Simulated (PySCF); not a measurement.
Species: C₂H₂N₂O.
SMILES with atom numbers: `[cH:1]1[n:2][n:3][cH:4][o:5]1` (hydrogens: H6 on C1; H7 on C4)

Level of theory: CAM-B3LYP/def2-SVP geometry optimisation, gas phase (PySCF).

(1) What internal coordinates does the optimisation give?

Results:

(1) 
```tsv
bond	length (Å)	order
C1–N2, N3–C4	1.284	aromatic
N2–N3	1.382	aromatic
C1–O5, C4–O5	1.346	aromatic
C1–H6, C4–H7	1.087	single
```

Bonds in one row agree within 0.01 Å and their mean is given. Orders are formal, as drawn. A selection of angles:
```tsv
angle	degrees
N2–C1–O5	112.7
N2–C1–H6	128.7
O5–C1–H6	118.6
C1–N2–N3	106.2
C1–O5–C4	102.3
```

The 5-membered ring C1–N2–N3–C4–O5 has internal angles of 102.3° to 112.7° (sum 540°, against 540° for a flat polygon); it is planar, 0.00 Å rms from its mean plane, widest ring torsion 0°. The 5 heavy atoms lie in one plane (0.000 Å rms). N2 (pyridine-type nitrogen) is bent (angle 106.2°).

Point group: C2v (every atom within 0.08 Å of its image). Whether it is a minimum is left open (no frequencies).

Time: 6.8 s; peak memory 0.45 GiB. Hardware: an Intel Xeon 6975P-C with one thread (shared host). These figures are those of the optimisation.
